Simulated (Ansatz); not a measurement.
Relaxation of BH$_{3}$NS (6 atoms, charge 0, multiplicity 2), to a largest force component of 0.015 eV/Å in at most 40 steps.

All numbers below come from UKS B3LYP/def2-SVP in Ansatz 0.2.0.

```xyz
6
Properties=species:S:1:pos:R:3
N -0.821 0.325 -0.649
B -0.364 -0.647 0.349
S 0.693 -0.084 1.768
H -1.337 -0.154 -1.381
H -0.030 0.757 -1.163
H -0.435 0.135 2.613
```

Problem. Where does it end, and by what steps?

Solution. It converged. After 8 steps the energy has fallen by 0.907 eV; H6 moved furthest, 0.61 Å.

| step | energy less start (eV) | largest force component (eV/Å) | accepted |
| --- | --- | --- | --- |
| 0 | 0.0000 | 2.058 | yes |
| 1 | -0.3616 | 1.848 | yes |
| 2 | -0.6101 | 1.338 | yes |
| 3 | -0.7954 | 0.684 | yes |
| 4 | -0.8984 | 0.288 | yes |
| 5 | -0.9048 | 0.116 | yes |
| 6 | -0.9062 | 0.055 | yes |
| 7 | -0.9067 | 0.021 | yes |
| 8 | -0.9069 | 0.005 | yes |

```xyz
6
Properties=species:S:1:pos:R:3
N -0.656 0.116 -0.833
B -0.703 -0.214 0.514
S 0.481 0.286 1.788
H -1.359 -0.203 -1.490
H 0.065 0.690 -1.265
H -0.122 -0.342 2.823
```

Run time: 21 s on 1 thread of Arm Neoverse V2, on a shared host, peak memory 0.22 GiB.
